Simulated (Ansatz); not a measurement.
Frontier orbitals of `FCC=C=S`.

Cartesian coordinates in Å:
```
F -1.031 -1.605 -0.585
C -0.456 -0.360 -0.789
C -0.208 0.327 0.511
C 0.997 0.514 0.984
S 2.431 0.743 1.520
H -1.154 0.217 -1.401
H 0.476 -0.504 -1.339
H -1.055 0.669 1.098
```

Charge 0, multiplicity 1. The geometry is a stationary point of PBE0-D4/def2-TZVP. It is one conformer, not always the lowest. Basis def2-TZVPP, Ansatz 0.2.0.

Orbital energies of one run (eV). Highest occupied ones, from the top: -6.60, -9.02, -9.67, -10.19, -10.29, -12.11, -12.84, -13.75, -13.81, -14.95, -18.56, -21.27, -23.19, -32.65. Empty: -2.61, -0.47, 1.25, 1.88, 2.06, 2.40.

Which functional gave them?
A. BHLYP
B. ωB97X-V
C. B97M-V
D. B3LYP

D. HOMO energies: B3LYP -6.60, ωB97X-V -8.98, B97M-V -5.97, BHLYP -7.74 eV.

B3LYP here is the variant with VWN-RPA as its local correlation; programs differ in this.
